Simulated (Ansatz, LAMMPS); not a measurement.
bcc Mo, elastic constant C11

Reference value: 478 GPa (measured, 0 K, 300 K values taken to 0 K by the source's computed thermal shift; zero-point effects included; as tabulated in Gong and Corso (2024), arXiv:2406.16634).

What do SNAP Mo_Zuo_JPCA2020.snap, LDA, BLYP, PBE, PBEsol, revPBE, RPBE, PBE-D3(BJ), r²SCAN, r²SCAN+rVV10, HSE06 give, and how far is each from the reference?


| level (code) | value (GPa) | cell (Å³/atom) | difference (%) |
|---|---|---|---|
| SNAP Mo_Zuo_JPCA2020.snap (LAMMPS) | 457 | 15.92 | -4.4 |
| LDA (Ansatz) | 509 | 15.06 | +6.5 |
| BLYP (Ansatz) | 408 | 16.41 | -14.6 |
| PBE (Ansatz) | 458 | 15.79 | -4.2 |
| PBEsol (Ansatz) | 491 | 15.33 | +2.7 |
| revPBE (Ansatz) | 446 | 15.94 | -6.7 |
| RPBE (Ansatz) | 442 | 16.00 | -7.5 |
| PBE-D3(BJ) (Ansatz) | 487 | 15.34 | +1.9 |
| r²SCAN (Ansatz) | 488 | 15.64 | +2.1 |
| r²SCAN+rVV10 (Ansatz) | 498 | 15.54 | +4.2 |
| HSE06 (Ansatz) | 514 | 15.43 | +7.5 |

Once the reference is moved by up to 5.0 % (a margin picked here for doubts on the reference and the settings, and for temperature and zero-point motion) and values within 1.7 % count as equal, the nearest can be PBE-D3(BJ) (+1.9 %), r²SCAN (+2.1 %), PBEsol (+2.7 %), PBE (-4.2 %), r²SCAN+rVV10 (+4.2 %), SNAP Mo_Zuo_JPCA2020.snap (-4.4 %), LDA (+6.5 %) or revPBE (-6.7 %). Within 20 %: SNAP Mo_Zuo_JPCA2020.snap, LDA, BLYP, PBE, PBEsol, revPBE, RPBE, PBE-D3(BJ), r²SCAN, r²SCAN+rVV10, HSE06.

The measured value isn't corrected to a static lattice, so vibrations enter the comparison.  LDA, BLYP, PBE, PBEsol, revPBE, RPBE, PBE-D3(BJ), r²SCAN, r²SCAN+rVV10, HSE06: shear constants of such metals converge slowly with the k mesh. PBE-D3(BJ): the dispersion coefficients are held fixed in the derivatives. HSE06: hybrids on metals are sensitive to the k mesh. HSE06: the run warned that the count of filled bands differs between k points. Each level is taken at its own relaxed cell. Cutoffs and k meshes differ between the levels. Ansatz's density-functional and Hartree–Fock values are scalar-relativistic unless marked +SOC, with PAW data made under PBE.

Machine-learned potentials (SNAP Mo_Zuo_JPCA2020.snap) are trained on DFT data: a solid inside that data is no test of them.

Differences are worked out from the printed values.

Ansatz is an electronic-structure program.
